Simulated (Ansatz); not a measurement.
## SiO2 (Pmma)

All numbers below come from Ansatz 0.2.0, DFT r2SCAN, scalar-relativistic, plane waves, PAW.

Settings: cutoff 500 eV, Γ-centred mesh 4×4×4 on the computed 18-atom cell, Gaussian smearing of 0.02 eV; no spin polarisation.

The structure is relaxed at this level of theory with its symmetry kept. This form isn't the usual stable structure of the compound.

Symmetry: Pmma, No. 51, orthorhombic system. The conventional cell has a = 5.239 Å, b = 7.433 Å, c = 8.127 Å, α = 90.00°, β = 90.00°, γ = 90.00°. Si (site symmetry m) has 4 O at 1.60 to 1.61 Å as nearest neighbours. Around Si (site symmetry mm2) lie 4 O at 1.60 to 1.61 Å. O (site symmetry 2) is surrounded by 2 Si at 1.61 Å. Around O (site symmetry mm2) lie 2 Si at 1.61 Å. O (site symmetry m) is surrounded by 2 Si at 1.60 to 1.61 Å. Around O (site symmetry 2/m) lie 2 Si at 1.60 Å.

```
Volume per atom                                                                                                                             : 17.58 Å³
Formation energy from the elements' standard states (uncorrected)                                                                           : -3.002 eV/atom
Generalised Kohn–Sham band gap                                                                                                              : 6.17 eV, direct at Γ
Löwdin character of the top 1 eV of the valence band                                                                                        : O 2p 97 %
Electron masses at the edge by Cartesian direction of the standard setting (m_e; degenerate bands sorted by energy; no spin-orbit coupling) : x: 0.59; y: 0.60; z: 0.64
Hole masses at the edge by Cartesian direction of the standard setting (m_e; degenerate bands sorted by energy; no spin-orbit coupling)     : x: 0.88; y: over 30; z: 2.0
Electronic dielectric constant xx, yy, zz of the standard setting (independent particles)                                                   : 2.0, 2.0, 2.0
```

Cost: 12 runs of about 2.1 core-hours in all, on Intel Xeon Platinum 8175M (Skylake/Cascade Lake) (shared hosts).